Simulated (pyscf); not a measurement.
`[AgH]` + `[FH]` -> `[F][Ag]` + `[H][H]`, a four-centre exchange (singlet surface; Ag–H, F–H broken, Ag–F, H–H formed). Structures and frequencies: ωB97X-D3(BJ)/def2-SVP in PySCF. Energies in eV from the separated reactants.

AM1 to PM7: differences of heats of formation from MOPAC, which are fitted to 298 K values and so differ in kind from electronic energies by zero-point and thermal terms. 

Task: In single points PM7 puts the saddle at 1.13 eV and the reaction energy at -0.34 eV. Should these be trusted to within a few kcal/mol? Compare with ωB97M-D3(BJ)/def2-TZVP.

Result: ωB97M-D3(BJ)/def2-TZVP gives ΔE‡ = 0.63 eV and ΔE = +0.26 eV. PM7 lies 0.50 eV over it in the barrier and 0.60 eV under it in the reaction energy, so on this step it does not hold to within 0.13 eV. ωB97M-D3(BJ)/def2-TZVP has limits of its own. On the reactant side the descent ends in a complex, 0.29 eV under the separated species and 0.83 eV under the saddle at ωB97X-D3(BJ)/def2-TZVP. The reactants may also form a dative adduct at AgH; it and routes through it were not searched. The products may also form a dative adduct at F–Ag; it and routes through it were not searched. At the saddle there is also a short Ag–H contact that neither side keeps. At ωB97X-D3(BJ)/def2-TZVP the barrier from the zero used here is 0.54 eV. One saddle was located; it need not be the lowest between these sides. In the def2 sets elements past Kr carry core potentials, without spin-orbit coupling.
